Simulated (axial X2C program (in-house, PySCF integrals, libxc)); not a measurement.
**Nuclear properties of AlSi**

Computed with an in-house all-electron X2C program for linear molecules (integrals from PySCF): two-component X2C with atomic mean-field Coulomb and Gaunt terms, Gaussian nuclei, basis Si dyall-v3z, Al dyall-v3z with contracted cores.

R = 2.429 Å (near the PBE0 minimum at charge 0 of the determinant lowest at the starting distance; the state shown can have its own minimum elsewhere).

Determinant lowest in the PBE0 search, Ω = 3/2 (⟨Sz⟩ = 1.50, ⟨Lz⟩ = 0.00 at PBE0), spin on the atoms Si 1.03, Al 0.47:

| level | Eeff magnitude (GV/cm) | Ws magnitude Si (kHz) | Ws magnitude Al (kHz) | A∥/gI Si (MHz) | qzz Si (a.u.) | A∥/gI Al (MHz) | qzz Al (a.u.) | μ (D) |
| --- | --- | --- | --- | --- | --- | --- | --- | --- |
| PBE0 | 0.0239 | 0.0112 | 0.0169 | -60.9 | -0.36 | -8.14 | -0.65 | 1.36 |
| HF | 0.0547 | 0.0114 | 0.025 | -90.6 | -0.18 | -49.4 | -0.77 | 1.64 |
| B3LYP | 0.0225 | 0.0115 | 0.0169 | -33.7 | -0.38 | 11.1 | -0.66 | 1.35 |
| PBE50 | 0.0186 | 0.0131 | 0.0175 | -67.4 | -0.30 | -20.6 | -0.69 | 1.51 |
| BHandHLYP | 0.0161 | 0.0139 | 0.0176 | -43.9 | -0.31 | -6.14 | -0.71 | 1.54 |

Determinant 0.80 eV from it at PBE0 and this distance, Ω = 1/2 (⟨Sz⟩ = 0.50, ⟨Lz⟩ = 0.00 at PBE0), spin on the atoms Si 0.27, Al 0.23:

```json
{"level": "PBE0", "Eeff magnitude (GV/cm)": "0.04", "Ws magnitude Si (kHz)": "0.0325", "Ws magnitude Al (kHz)": "0.0621", "A∥/gI Si (MHz)": "19.9", "qzz Si (a.u.)": "-0.51", "A∥/gI Al (MHz)": "91.4", "qzz Al (a.u.)": "-0.62", "μ (D)": "1.23"}
{"level": "HF", "Eeff magnitude (GV/cm)": "0.00923", "Ws magnitude Si (kHz)": "0.0532", "Ws magnitude Al (kHz)": "0.0595", "A∥/gI Si (MHz)": "-82", "qzz Si (a.u.)": "-0.45", "A∥/gI Al (MHz)": "-52.9", "qzz Al (a.u.)": "-0.73", "μ (D)": "1.53"}
{"level": "B3LYP", "Eeff magnitude (GV/cm)": "0.0367", "Ws magnitude Si (kHz)": "0.0332", "Ws magnitude Al (kHz)": "0.0603", "A∥/gI Si (MHz)": "51.8", "qzz Si (a.u.)": "-0.53", "A∥/gI Al (MHz)": "119", "qzz Al (a.u.)": "-0.62", "μ (D)": "1.22"}
{"level": "PBE50", "Eeff magnitude (GV/cm)": "0.0393", "Ws magnitude Si (kHz)": "0.0362", "Ws magnitude Al (kHz)": "0.0653", "A∥/gI Si (MHz)": "-12.8", "qzz Si (a.u.)": "-0.47", "A∥/gI Al (MHz)": "52.2", "qzz Al (a.u.)": "-0.65", "μ (D)": "1.39"}
{"level": "BHandHLYP", "Eeff magnitude (GV/cm)": "0.0369", "Ws magnitude Si (kHz)": "0.0376", "Ws magnitude Al (kHz)": "0.065", "A∥/gI Si (MHz)": "9.25", "qzz Si (a.u.)": "-0.49", "A∥/gI Al (MHz)": "63.2", "qzz Al (a.u.)": "-0.67", "μ (D)": "1.40"}
```

Eeff is the effective electric field on the electron electric dipole moment in this Ω state and Ws the scalar–pseudoscalar constant of the nucleus named (defined with the proton number Z and per Ω); A∥ (defined per Ω) follows by multiplying with gI = μI/(I μN); qzz is the electric field gradient, eQq0 = 234.96 MHz × Q/barn × qzz; μ is positive if the Al end (last atom) is positive. The operators were transformed with the bare-nucleus X2C matrices; with these basis sets, hyperfine constants and field gradients can be off by tens of per cent, and where levels differ in sign neither size nor sign is settled.

Q: With Q(27Al) = 0.1466 barn (Q from Pyykkö, Mol. Phys. 2018), turn the PBE0 values of the first state into constants in MHz.

A: eQq0(27Al) = 234.96 × (0.1466) × (-0.65) = -22.4 MHz.

Each state is one determinant with collinear spin, which with several unpaired electrons need not be a pure state. Unrestricted Hartree–Fock can overshoot spin polarisation at the nuclei. This is the top spin component of a Σ state; components of lower Ω are not single determinants and can lie lower. With several open shells hyperfine constants can be off by a factor of several. Where Eeff spreads by more than a factor of two the levels disagree and none is to be relied on. States lie within half an eV, so the first need not be the ground state. Further determinants of the search, some of them spin-mixed, are not shown. Where a field gradient or hyperfine factor spreads by more than a factor of two over the levels, a constant derived from it is not to be relied on. PBE0 term energies can be off by some tenths of an eV.
